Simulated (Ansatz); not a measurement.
# C2H3NO: up Jacob's ladder to CCSD(T)

One table from this session's results is given with a row withheld; the runs are named, their logs left out.

Program: Ansatz 0.2.0, Gaussian basis. Level of theory: functionals in def2-TZVPP, the program's frozen cores in correlated methods. These are calculated values, not measurements.

Plan: LDA (SPW92), PBE-D4, revPBE-D4, BLYP-D4, r2SCAN-D4, B97M-V, PBE0-D4, B3LYP-D4, r2SCANh-D4, r2SCAN0-D4, HSE06-D4, BHLYP-D4, CAM-B3LYP-D4, LC-ωPBE, ωB97X-V, ωB97M-V, B2PLYP, PBE-QIDH; CCSD(T)/def2-SVP; CCSD(T)/def2-TZVPP; MP2/def2-QZVPP; extrapolation to the limit; RPA on PBE.

## Structure used throughout

An earlier PBE0-D4 in a triple-zeta def2 set relaxation fixed the geometry.

7 atoms, charge 0, spin multiplicity 1.

Atoms are counted from 1 here; the program's logs count them from 0.

Bond lengths: C1–N2 1.258 Å, C1–H5 1.095 Å, C1–H6 1.089 Å, N2–C3 1.390 Å, C3–O4 1.200 Å, C3–H7 1.106 Å. Angles: N2–C1–H5 123.0°, N2–C1–H6 119.3°, H5–C1–H6 117.7°, C1–N2–C3 121.6°, N2–C3–O4 124.7°, N2–C3–H7 112.1°, O4–C3–H7 123.0°.

Geometry (Å):

```mol
C2H3NO
  3D, bonds by distance, orders not assigned

  7  6  0  0  0  0  0  0  0  0999 V2000
   -0.7593    0.8472    0.0102 C   0  0
    0.4177    0.4828    0.2654 N   0  0
    0.8484   -0.8148    0.0148 C   0  0
    0.9635   -1.2982   -1.0770 O   0  0
   -1.5246    0.1650   -0.3732 H   0  0
   -1.0431    1.8859    0.1751 H   0  0
    1.1588   -1.3359    0.9391 H   0  0
  1  2  8  0
  2  3  8  0
  3  4  8  0
  1  5  8  0
  1  6  8  0
  3  7  8  0
M  END
```

The first run:

The input, in.yaml:

```yaml
crystal:
  periodic: [false, false, false]
  atoms:
    - {symbol: C, position_ang: [-0.759311, 0.847230, 0.010155]}
    - {symbol: N, position_ang: [0.417699, 0.482844, 0.265377]}
    - {symbol: C, position_ang: [0.848399, -0.814791, 0.014803]}
    - {symbol: O, position_ang: [0.963460, -1.298204, -1.077015]}
    - {symbol: H, position_ang: [-1.524620, 0.164993, -0.373226]}
    - {symbol: H, position_ang: [-1.043123, 1.885856, 0.175085]}
    - {symbol: H, position_ang: [1.158797, -1.335927, 0.939122]}
basis:
  gaussian: {orbitals: def2-TZVPP}
hamiltonian: {xc: lda}
output: {orbitals: {seedname: orbitals}}
```

Run with:

```
$ ansatz run in.yaml --threads 2 --pin off --events-out ev --progress --plain --max-ram 4352MiB
```

Steps of the session up to this table: LDA; PBE-D4 (GGA); revPBE-D4 (GGA); BLYP-D4 (GGA); r2SCAN-D4 (meta-GGA); B97M-V (meta-GGA); PBE0-D4 (hybrid); B3LYP-D4 (hybrid); r2SCANh-D4 (hybrid); r2SCAN0-D4 (hybrid); HSE06-D4 (hybrid); BHLYP-D4 (hybrid); CAM-B3LYP-D4 (range-separated); LC-ωPBE (range-separated); ωB97X-V (range-separated); ωB97M-V (range-separated); B2PLYP (double hybrid); PBE-QIDH (double hybrid).

One table of the session follows, with a row left open; its other results are not shown here.

It belongs to the step «Orbital energies across the functionals». 

| functional | HOMO (eV) | LUMO (eV) | gap (eV) |
| --- | --- | --- | --- |
| LDA (SPW92) | -6.34 | -2.96 | 3.37 |
| PBE-D4 | -6.18 | -2.69 | 3.48 |
| revPBE-D4 | -6.11 | -2.59 | 3.52 |
| BLYP-D4 | -6.11 | -2.57 | 3.54 |
| r2SCAN-D4 | -6.47 | -2.48 | 3.99 |
| B97M-V | -6.62 | -2.36 | 4.26 |
| PBE0-D4 | -7.74 | -1.56 | 6.18 |
| B3LYP-D4 | ? | ? | ? |
| r2SCANh-D4 | -7.06 | -2.06 | 5.00 |
| r2SCAN0-D4 | -7.95 | -1.44 | 6.51 |
| HSE06-D4 | -7.33 | -1.95 | 5.38 |
| BHLYP-D4 | -9.26 | -0.34 | 8.92 |
| CAM-B3LYP-D4 | -9.21 | -0.36 | 8.86 |
| LC-ωPBE | -10.50 | 0.91 | 11.40 |
| ωB97X-V | -10.18 | 0.83 | 11.01 |
| ωB97M-V | -10.12 | 0.74 | 10.86 |

Estimate the missing values for B3LYP-D4.

Worked estimate for «HOMO (eV)». Against the share of exact exchange, BLYP-D4 (0, -6.11), BHLYP-D4 (0.5, -9.26) give a slope of -6.30 per unit share; at 0.2 the line stands at -7.37.

The run gave: HOMO (eV): -7.53; LUMO (eV): -1.83; gap (eV): 5.69. In «HOMO (eV)» the line misses by +0.16.
